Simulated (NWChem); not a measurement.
**SiH (SMILES [SiH]): levels of theory compared**

Aim: a comparison of 3 runs (UHF/def2-SVP, UM06-2X/3-21G, UPBE0/def2-SVP) of SiH. 

The results are computed with NWChem 7.3.0.

16 further runs of the same task are left out: 16 set aside as unsound or not needed. Runs told in other sessions of the task aren't counted.

## (1) The structure to begin with

The species is SiH (2 atoms), meant as a doublet with charge 0. As SMILES, `[SiH]`. The shape is that of a PBE0-D4/def2-TZVP optimisation.

Bond lengths: Si1–H2 1.532 Å.

## (2) Energy and gradient at UHF/def2-SVP (run 1)

input.xyz reads:

```xyz
2
HSi gradient
Si     0.000000     0.000000    -0.007580
H      0.000000     0.000000     1.524140
```

input.nw reads:

```
start input
title "HSi gradient"
memory stack 880 mb heap 220 mb global 1100 mb

geometry units angstroms noautosym nocenter noautoz
load input.xyz
end

basis spherical bse
* library def2-SVP
end

scf
doublet
uhf
thresh 1e-08
maxiter 80
end

task scf gradient
```

Run with:

```sh
$ nwchem input.nw > input.out
```

Standard output:

```text
[...]
  functions       =    23
[...]
  wavefunction    = UHF
[...]
         Total SCF energy =   -289.333960758098
      One electron energy =   -410.696806117031
      Two electron energy =    116.526137941130
 Nuclear repulsion energy =      4.836707417802
                       Sz =      0.5000
                 Sz(Sz+1) =      0.7500
                      S^2 =      0.7643
[...]
                         UHF ENERGY GRADIENTS
    atom               coordinates                        gradient
                 x          y          z           x          y          z
   1 Si      0.000000   0.000000  -0.014324   -0.000000   0.000000  -0.003630
   2 H       0.000000   0.000000   2.880207    0.000000  -0.000000   0.003630
[...]
```

Run time: 0.8 s. Hardware: 1 thread of Intel Xeon 6975P-C (Granite Rapids), shared host; peak memory 0.1 GiB.

## (3) Energy and gradient at UM06-2X/3-21G (run 2)

calc.nw reads:

```
echo
start calc
title "HSi"
memory 2200 mb
geometry units au noautosym nocenter noautoz
  Si     0.00000000     0.00000000    -0.01432412
  H      0.00000000     0.00000000     2.88020718
end
basis spherical bse
  * library 3-21G
end
dft
  xc m06-2x
  mult 2
  grid xfine
  convergence energy 1e-08
  iterations 100
  mulliken
  noprint "final vectors analysis"
end
task dft gradient
```

Run with:

```sh
$ nwchem calc.nw > calc.out
```

Standard output:

```text
[...]
          Wavefunction type:  spin polarized.
          No. of atoms     :     2
          No. of electrons :    15
[...]
          Charge           :     0
          Spin multiplicity:     2
[...]
          AO basis - number of functions:    15
[...]
              XC Information
              --------------
                       M06-2X Method XC Functional
                     Hartree-Fock (Exact) Exchange  0.540
                        M06-2X Exchange Functional  1.000
                      M06-2X Correlation Potential  1.000
[...]
 d= 0,ls=0.0,diis     1   -288.4028374778 -2.93D+02  1.67D-02  1.61D-02     0.2
[...]
 d= 0,ls=0.0,diis     8   -288.4134073055 -4.23D-09  3.24D-06  7.30D-11     1.5
[...]
         Total DFT energy =     -288.413407305479
      One electron energy =     -409.329964790235
           Coulomb energy =      137.201622003849
    Exchange-Corr. energy =      -21.121771588041
 Nuclear repulsion energy =        4.836707068948
[...]
      Total Density - Mulliken Population Analysis
     ---------------------------------------------
    Atom       Charge   Shell Charges
 -----------   ------   -------------------------------------------------------
    1 Si  14    13.83   2.00  1.98  5.85  0.91  1.14  1.03  0.92
    2 H    1     1.17   0.43  0.75
[...]
      <S2> =      0.7512 (Exact =     0.7500)
[...]
  wavefunction    = open shell
                         DFT ENERGY GRADIENTS
    atom               coordinates                        gradient
                 x          y          z           x          y          z
   1 Si      0.000000   0.000000  -0.014324   -0.000000  -0.000000   0.005181
   2 H       0.000000   0.000000   2.880207    0.000000   0.000000  -0.005181
[...]
```

It took 2.2 s on 1 thread of Intel Xeon 6975P-C (Granite Rapids), shared host; peak memory 0.11 GiB.

## (4) Energy and gradient at UPBE0/def2-SVP (run 3)

run.py reads:

```python
from ase import Atoms
from ase.calculators.nwchem import NWChem

mol = Atoms(['Si', 'H'], positions=[
    [0.000000, 0.000000, -0.007580],
    [-0.000000, -0.000000, 1.524140],
])

calc = NWChem(
    label='run',
    theory='dft',
    memory='2200 mb',
    basis='def2-SVP',
    basispar='spherical bse',
    dft={'xc': 'pbe0', 'mult': '2', 'grid': 'xfine', 'convergence': 'energy 1e-08', 'iterations': '100', 'mulliken': None},
)
mol.calc = calc

forces = mol.get_forces()
e = mol.get_potential_energy()
print(f"E = {e:.6f} eV")
print("forces (eV/A):")
for s, f in zip(mol.symbols, forces):
    print(f"{s:2s} {f[0]:10.5f} {f[1]:10.5f} {f[2]:10.5f}")
```

Run with:

```sh
$ export ASE_NWCHEM_COMMAND="nwchem PREFIX.nwi > PREFIX.nwo"
$ python run.py
```

Standard output:

```text
E = -7884.897883 eV
forces (eV/A):
Si   -0.00000    0.00000   -0.13025
H     0.00000   -0.00000    0.13025
```

The calculator wrote run.nwi:

```
title "run"

permanent_dir run

scratch_dir run

start run

geometry units angstrom nocenter noautosym noautoz
  Si 0.0000000000000000e+00 0.0000000000000000e+00 -7.5799999999999999e-03
  H  -0.0000000000000000e+00 -0.0000000000000000e+00 1.5241400000000001e+00
end

memory 2200 mb

basis spherical bse noprint
   * library def2-SVP
end

dft
  xc pbe0
  mult 2
  grid xfine
  convergence energy 1e-08
  iterations 100
  mulliken
end

task dft gradient
```

run.nwo:

```text
Northwest Computational Chemistry Package (NWChem) 7.3.0
             --------------------------------------------------------

           Job information
           ---------------

    nwchem branch   = 7.3.0
    use scalapack   = T
    input           = run.nwi
    prefix          = run.
    data base       = run/run.db
    status          = startup
    nproc           =        1

           Memory information
           ------------------

[... 5 lines left out ...]
    hardfail = no
[... 89 lines left out ...]
          Convergence on energy requested:  1.00D-08
[... 27 lines left out ...]
          total energy or number of iterations.
[... 77 lines left out ...]
      One electron energy =     -410.793389125086
[... 478 lines left out ...]
          Convergence on energy requested:  1.00D-08
[... 27 lines left out ...]
          total energy or number of iterations.
[... 33 lines left out ...]
                 ----------------------------------------
                 |  Time  |  1-e(secs)   |  2-e(secs)   |
                 ----------------------------------------
                 |  CPU   |       0.00   |       0.04   |
                 ----------------------------------------
                 |  WALL  |       0.00   |       0.04   |
                 ----------------------------------------

 Task  times  cpu:        1.7s     wall:        1.7s
 Total times  cpu:        1.7s     wall:        1.7s
```

Wall time 2.5 s (1 thread of Intel Xeon 6975P-C (Granite Rapids), shared host); peak memory 0.12 GiB.

## (5) Overview of the runs

| run | level | iteration cap | module | energy (Eh) | dipole moment (D) | HOMO energy (eV) | LUMO energy (eV) | wall time |
| --- | --- | --- | --- | --- | --- | --- | --- | --- |
| 1 | UHF/def2-SVP | 80 | scf | -289.333961 | 0.32 | -8.04 | 0.17 | 0.8 s |
| 2 | UM06-2X/3-21G | 100 | dft | -288.413407 | 0.48 | – | – | 2.2 s |
| 3 | UPBE0/def2-SVP | 100 | dft | -289.764655 | 0.31 | -5.47 | -3.21 | 2.5 s |

## (6) Outcome

```
                                 quantity          value
                      run 3: total energy  -289.76465 Eh
                     run 3: dipole moment         0.31 D
run 3: HOMO energy (highest over α and β)       -5.47 eV
 run 3: LUMO energy (lowest over α and β)       -3.21 eV
                              run 3: ⟨S²⟩          0.755
          run 3: largest force on an atom     0.130 eV/Å
```

In words: The dipole moment (its size) runs from 0.31 D (UPBE0/def2-SVP) to 0.48 D (UM06-2X/3-21G). The two ends differ in method and basis. Totals of different functionals can't be ranked against each other. All runs together took 5.6 s, the longest 2.5 s.
